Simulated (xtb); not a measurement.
furan (C4H4O), singlet, at a GFN2-xTB geometry; GFN2-xTB in xtb.

The xtb input:
```
$ xtb mol.xyz --gfn 2 --chrg 0 --uhf 0 --json

# file mol.xyz
9

O     -0.00798452    -0.00251073     1.15090764
C     -0.00772947     1.07855182     0.35476202
C      0.00283925    -1.08008955     0.35012622
C      0.00316098     0.71058145    -0.95411083
C      0.01009858    -0.70641198    -0.95715390
H     -0.01572036     2.03941226     0.82982610
H      0.00426721    -2.04301371     0.82105887
H      0.00592920     1.35759045    -1.80703656
H      0.01918407    -1.34969359    -1.81285061
```

The log (banner, timings and long lists left out):

```
   ID    Z sym.   atoms
    1    8 O      1
    2    6 C      2-5
    3    1 H      6-9

           -------------------------------------------------
          |                Calculation Setup                |
           -------------------------------------------------

           -------------------------------------------------
          |                 G F N 2 - x T B                 |
           -------------------------------------------------

          ...................................................
          :                      SETUP                      :
          :.................................................:
          :  # basis functions                  24          :
          :  # atomic orbitals                  24          :
          :  # shells                           14          :
          :  # electrons                        26          :
          :  max. iterations                   250          :
          :  Hamiltonian                  GFN2-xTB          :
          :  restarted?                      false          :
          :  GBSA solvation                  false          :
          :  PC potential                    false          :
          :  electronic temp.          300.0000000     K    :
          :  accuracy                    1.0000000          :
          :  -> integral cutoff          0.2500000E+02      :
          :  -> integral neglect         0.1000000E-07      :
          :  -> SCF convergence          0.1000000E-05 Eh   :
          :  -> wf. convergence          0.1000000E-03 e    :
          :  Broyden damping             0.4000000          :
          :  net charge                          0          :
          :  unpaired electrons                  0          :
          ...................................................

 iter      E             dE          RMSdq      gap      omega  full diag
   1    -14.8455544 -0.148456E+02  0.438E+00    5.07       0.0  T
   2    -14.8541213 -0.856690E-02  0.288E+00    5.00       1.0  T
   3    -14.8468588  0.726245E-02  0.128E+00    5.01       1.0  T
   4    -14.8574715 -0.106127E-01  0.207E-01    4.94       1.0  T
   5    -14.8575968 -0.125248E-03  0.561E-02    4.95       1.0  T
   6    -14.8575999 -0.315366E-05  0.203E-02    4.95       1.6  T
   7    -14.8576002 -0.256775E-06  0.364E-03    4.95       9.2  T
   8    -14.8576002 -0.417569E-07  0.142E-03    4.95      23.4  T
   9    -14.8576002 -0.557009E-08  0.240E-04    4.95     139.1  T
  10    -14.8576002 -0.221760E-10  0.876E-05    4.95     380.6  T

   *** convergence criteria satisfied after 10 iterations ***

         :::::::::::::::::::::::::::::::::::::::::::::::::::::
         ::                     SUMMARY                     ::
         :::::::::::::::::::::::::::::::::::::::::::::::::::::
         :: total energy             -14.645031205100 Eh    ::
         :: gradient norm              0.000014925727 Eh/a0 ::
         :: HOMO-LUMO gap              4.949093567249 eV    ::
         ::.................................................::
         :: SCC energy               -14.857599173965 Eh    ::
         :: -> isotropic ES            0.007417571164 Eh    ::
         :: -> anisotropic ES          0.001678782645 Eh    ::
         :: -> anisotropic XC          0.005660683857 Eh    ::
         :: -> dispersion             -0.004741684964 Eh    ::
         :: repulsion energy           0.212567968865 Eh    ::
         :: add. restraining           0.000000000000 Eh    ::
         :: total charge              -0.000000000000 e     ::
         :::::::::::::::::::::::::::::::::::::::::::::::::::::

           -------------------------------------------------
          |                Property Printout                |
           -------------------------------------------------

    * Orbital Energies and Occupations

         #    Occupation            Energy/Eh            Energy/eV
      -------------------------------------------------------------
         1        2.0000           -0.7373152             -20.0634
         2        2.0000           -0.6604488             -17.9717
         3        2.0000           -0.6546276             -17.8133
         4        2.0000           -0.5870050             -15.9732
         5        2.0000           -0.5732567             -15.5991
         6        2.0000           -0.5638111             -15.3421
         7        2.0000           -0.5574287             -15.1684
         8        2.0000           -0.4992451             -13.5852
         9        2.0000           -0.4770174             -12.9803
        10        2.0000           -0.4668665             -12.7041
        11        2.0000           -0.4606370             -12.5346
        12        2.0000           -0.4241466             -11.5416
        13        2.0000           -0.3921732             -10.6716 (HOMO)
        14                         -0.2102973              -5.7225 (LUMO)
        15                         -0.1585503              -4.3144
        16                          0.0998107               2.7160
        17                          0.1197653               3.2590
        18                          0.1561128               4.2480
        19                          0.1695276               4.6131
        20                          0.2621471               7.1334
        21                          0.2759265               7.5083
        22                          0.4365166              11.8782
        23                          0.5111672              13.9096
        24                          0.7099054              19.3175
      -------------------------------------------------------------
                  HL-Gap            0.1818758 Eh            4.9491 eV
             Fermi-level           -0.3012353 Eh           -8.1970 eV

     #   Z          covCN         q      C6AA      α(0)
     1   8 O        1.731    -0.174    16.925     5.555
     2   6 C        3.081     0.066    26.427     8.428
     3   6 C        3.081     0.066    26.427     8.428
     4   6 C        3.023    -0.062    29.521     8.912
     5   6 C        3.023    -0.062    29.521     8.912
     6   1 H        0.926     0.046     2.376     2.411
     7   1 H        0.926     0.046     2.376     2.411
     8   1 H        0.926     0.037     2.484     2.465
     9   1 H        0.926     0.037     2.484     2.465

 Mol. C6AA /au·bohr⁶  :        988.329661
 Mol. C8AA /au·bohr⁸  :      23601.882317
 Mol. α(0) /au        :         49.985625

Wiberg/Mayer (AO) data.
largest (>0.10) Wiberg bond orders for each atom

 ---------------------------------------------------------------------------
     #   Z sym  total        # sym  WBO       # sym  WBO       # sym  WBO
 ---------------------------------------------------------------------------
     1   8 O    2.456 --     2 C    1.140     3 C    1.140
     2   6 C    3.908 --     4 C    1.612     1 O    1.140     6 H    0.967
                             3 C    0.151
     3   6 C    3.908 --     5 C    1.612     1 O    1.140     7 H    0.967
                             2 C    0.151
     4   6 C    3.984 --     2 C    1.612     5 C    1.291     8 H    0.975
     5   6 C    3.984 --     3 C    1.612     4 C    1.291     9 H    0.975
     6   1 H    0.998 --     2 C    0.967
     7   1 H    0.998 --     3 C    0.967
     8   1 H    0.999 --     4 C    0.975
     9   1 H    0.999 --     5 C    0.975
 ---------------------------------------------------------------------------

Topologies differ in total number of bonds
Writing topology from bond orders to xtbtopo.mol

molecular dipole:
                 x           y           z       tot (Debye)
 q only:        0.001       0.000      -0.179
   full:        0.001       0.000      -0.153       0.389
molecular quadrupole (traceless):
                xx          xy          yy          xz          yz          zz
 q only:       -1.049      -0.016       2.210       0.001       0.007      -1.162
  q+dip:       -2.723      -0.027       2.716      -0.019       0.006       0.007
   full:       -1.507      -0.020       2.543      -0.003       0.008      -1.036

           -------------------------------------------------
          | TOTAL ENERGY              -14.645031205100 Eh   |
          | GRADIENT NORM               0.000014925727 Eh/α |
          | HOMO-LUMO GAP               4.949093567249 eV   |
           -------------------------------------------------

normal termination of xtb
```
